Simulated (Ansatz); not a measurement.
**Molecular dynamics of BFH3N**

The input (input.yaml):

```yaml
crystal:
  periodic: [false, false, false]
  atoms:
    - { symbol: B, position_ang: [-0.069339, -0.017781, -0.029289] }
    - { symbol: H, position_ang: [0.000143, -0.450817, 1.088598] }
    - { symbol: F, position_ang: [1.050766, 0.467028, -0.614917] }
    - { symbol: "N", position_ang: [-1.275564, -0.00283, -0.737297] }
    - { symbol: H, position_ang: [-2.144634, -0.353336, -0.347029] }
    - { symbol: H, position_ang: [-1.363171, 0.357736, -1.685066] }
basis:
  gaussian: { orbitals: def2-mTZVP }
hamiltonian:
  xc: pbe
md:
  timestep: 0.5
  n_steps: 127
  ensemble: nvt_langevin
  temperature: 500.0
  initial_velocities: maxwell_boltzmann
  seed: 380149
  friction: 0.01
```

Launched with:

```bash
$ ansatz run input.yaml --threads 1 --pin off --max-ram 2048MiB --backend cpu --events-out ev --progress --plain --runs-dir out
```

It starts from a relaxed structure.

Output, in part (one step line in 3, the closing report, with atoms numbered from 0):

```
md step     0: t =     0.00 fs  T =   416.7 K  F+E_penalty+E_count = -4930.97185817 eV  E_kin = 0.323150 eV  (24 SCF iters)
md step     3: t =     1.50 fs  T =   301.1 K  F+E_penalty+E_count = -4930.90684821 eV  E_kin = 0.233512 eV  (31 SCF iters)
md step     6: t =     3.00 fs  T =   163.5 K  F+E_penalty+E_count = -4930.82655422 eV  E_kin = 0.126802 eV  (31 SCF iters)
md step     9: t =     4.50 fs  T =   170.3 K  F+E_penalty+E_count = -4930.78575865 eV  E_kin = 0.132062 eV  (30 SCF iters)
md step    12: t =     6.00 fs  T =   111.4 K  F+E_penalty+E_count = -4930.74437360 eV  E_kin = 0.086395 eV  (31 SCF iters)
md step    15: t =     7.50 fs  T =   108.5 K  F+E_penalty+E_count = -4930.73378432 eV  E_kin = 0.084166 eV  (26 SCF iters)
md step    18: t =     9.00 fs  T =   186.5 K  F+E_penalty+E_count = -4930.80617015 eV  E_kin = 0.144635 eV  (30 SCF iters)
md step    21: t =    10.50 fs  T =   248.7 K  F+E_penalty+E_count = -4930.85004496 eV  E_kin = 0.192892 eV  (31 SCF iters)
md step    24: t =    12.00 fs  T =   302.0 K  F+E_penalty+E_count = -4930.88463203 eV  E_kin = 0.234206 eV  (30 SCF iters)
md step    27: t =    13.50 fs  T =   350.3 K  F+E_penalty+E_count = -4930.92132559 eV  E_kin = 0.271705 eV  (30 SCF iters)
md step    30: t =    15.00 fs  T =   281.8 K  F+E_penalty+E_count = -4930.89362766 eV  E_kin = 0.218544 eV  (31 SCF iters)
md step    33: t =    16.50 fs  T =   180.1 K  F+E_penalty+E_count = -4930.80327207 eV  E_kin = 0.139696 eV  (26 SCF iters)
md step    36: t =    18.00 fs  T =   152.9 K  F+E_penalty+E_count = -4930.76506039 eV  E_kin = 0.118561 eV  (31 SCF iters)
md step    39: t =    19.50 fs  T =   204.4 K  F+E_penalty+E_count = -4930.78287420 eV  E_kin = 0.158523 eV  (31 SCF iters)
md step    42: t =    21.00 fs  T =   201.0 K  F+E_penalty+E_count = -4930.76506996 eV  E_kin = 0.155886 eV  (31 SCF iters)
md step    45: t =    22.50 fs  T =   163.0 K  F+E_penalty+E_count = -4930.73636504 eV  E_kin = 0.126451 eV  (31 SCF iters)
md step    48: t =    24.00 fs  T =   259.4 K  F+E_penalty+E_count = -4930.77044821 eV  E_kin = 0.201143 eV  (30 SCF iters)
md step    51: t =    25.50 fs  T =   281.0 K  F+E_penalty+E_count = -4930.80641609 eV  E_kin = 0.217946 eV  (25 SCF iters)
md step    54: t =    27.00 fs  T =   297.9 K  F+E_penalty+E_count = -4930.81189512 eV  E_kin = 0.231019 eV  (30 SCF iters)
md step    57: t =    28.50 fs  T =   308.1 K  F+E_penalty+E_count = -4930.83878634 eV  E_kin = 0.238948 eV  (30 SCF iters)
md step    60: t =    30.00 fs  T =   309.7 K  F+E_penalty+E_count = -4930.83727603 eV  E_kin = 0.240222 eV  (31 SCF iters)
md step    63: t =    31.50 fs  T =   234.9 K  F+E_penalty+E_count = -4930.78519446 eV  E_kin = 0.182204 eV  (29 SCF iters)
md step    66: t =    33.00 fs  T =   260.3 K  F+E_penalty+E_count = -4930.80360545 eV  E_kin = 0.201885 eV  (31 SCF iters)
md step    69: t =    34.50 fs  T =   324.6 K  F+E_penalty+E_count = -4930.85726686 eV  E_kin = 0.251743 eV  (30 SCF iters)
md step    72: t =    36.00 fs  T =   296.5 K  F+E_penalty+E_count = -4930.83792506 eV  E_kin = 0.229922 eV  (31 SCF iters)
md step    75: t =    37.50 fs  T =   241.0 K  F+E_penalty+E_count = -4930.82918044 eV  E_kin = 0.186885 eV  (29 SCF iters)
md step    78: t =    39.00 fs  T =   301.9 K  F+E_penalty+E_count = -4930.83858986 eV  E_kin = 0.234130 eV  (30 SCF iters)
md step    81: t =    40.50 fs  T =   265.3 K  F+E_penalty+E_count = -4930.81198413 eV  E_kin = 0.205747 eV  (30 SCF iters)
md step    84: t =    42.00 fs  T =   297.3 K  F+E_penalty+E_count = -4930.81724481 eV  E_kin = 0.230551 eV  (31 SCF iters)
md step    87: t =    43.50 fs  T =   361.9 K  F+E_penalty+E_count = -4930.83027350 eV  E_kin = 0.280678 eV  (31 SCF iters)
md step    90: t =    45.00 fs  T =   306.2 K  F+E_penalty+E_count = -4930.82138314 eV  E_kin = 0.237460 eV  (30 SCF iters)
md step    93: t =    46.50 fs  T =   315.4 K  F+E_penalty+E_count = -4930.83951699 eV  E_kin = 0.244626 eV  (30 SCF iters)
md step    96: t =    48.00 fs  T =   345.5 K  F+E_penalty+E_count = -4930.84668764 eV  E_kin = 0.267941 eV  (30 SCF iters)
md step    99: t =    49.50 fs  T =   287.6 K  F+E_penalty+E_count = -4930.80100910 eV  E_kin = 0.223028 eV  (30 SCF iters)
md step   102: t =    51.00 fs  T =   240.0 K  F+E_penalty+E_count = -4930.74909244 eV  E_kin = 0.186122 eV  (30 SCF iters)
md step   105: t =    52.50 fs  T =   268.4 K  F+E_penalty+E_count = -4930.76653189 eV  E_kin = 0.208140 eV  (30 SCF iters)
md step   108: t =    54.00 fs  T =   307.8 K  F+E_penalty+E_count = -4930.77818139 eV  E_kin = 0.238748 eV  (30 SCF iters)
md step   111: t =    55.50 fs  T =   328.5 K  F+E_penalty+E_count = -4930.77132249 eV  E_kin = 0.254734 eV  (31 SCF iters)
md step   114: t =    57.00 fs  T =   375.1 K  F+E_penalty+E_count = -4930.78329034 eV  E_kin = 0.290944 eV  (30 SCF iters)
md step   117: t =    58.50 fs  T =   401.9 K  F+E_penalty+E_count = -4930.81932544 eV  E_kin = 0.311661 eV  (31 SCF iters)
md step   120: t =    60.00 fs  T =   474.6 K  F+E_penalty+E_count = -4930.86007539 eV  E_kin = 0.368045 eV  (25 SCF iters)
md step   123: t =    61.50 fs  T =   500.6 K  F+E_penalty+E_count = -4930.89197499 eV  E_kin = 0.388241 eV  (31 SCF iters)
md step   126: t =    63.00 fs  T =   505.7 K  F+E_penalty+E_count = -4930.87898754 eV  E_kin = 0.392180 eV  (30 SCF iters)
md step   127: t =    63.50 fs  T =   497.9 K  F+E_penalty+E_count = -4930.85998298 eV  E_kin = 0.386139 eV  (25 SCF iters)
Total energy: -4930.86001754 eV, -181.2057633875 hartree
Atom 0 at    -0.303313     0.048944    -0.004383 Å, force    -0.642644    -0.649637    -0.471879 eV/Å
Atom 1 at    -0.301916    -0.454216     1.068381 Å, force    -0.212876     0.112472     0.516736 eV/Å
Atom 2 at     0.866890     0.527277    -0.448032 Å, force     0.259588     0.365620    -0.289712 eV/Å
Atom 3 at    -1.438626     0.002154    -0.861231 Å, force     1.167182     0.083664     0.568406 eV/Å
Atom 4 at    -2.239164    -0.552857    -0.616315 Å, force    -0.457112    -0.215554     0.196611 eV/Å
Atom 5 at    -1.287164     0.048861    -1.856905 Å, force    -0.114137     0.303434    -0.520162 eV/Å
Dipole moment:    -0.389767    -0.212606    -0.190080 e Å
```

The run went to its last step. The mean temperature of the second half is 33 % below the set value. A run of 0.064 ps of so small a system gives no equilibrium averages.

The same pairs are bonded in the first frame and the last. Pairs count as bonded within 1.25 times the sum of covalent radii (0.12 Å more for H–H).

Last frame:

```xyz
6
Properties=species:S:1:pos:R:3
B -0.303 0.049 -0.004
H -0.302 -0.454 1.068
F 0.867 0.527 -0.448
N -1.439 0.002 -0.861
H -2.239 -0.553 -0.616
H -1.287 0.049 -1.857
```

The run took 2.3 min on 1 thread of Arm Neoverse V2, on a shared host, peak memory 0.1 GiB.
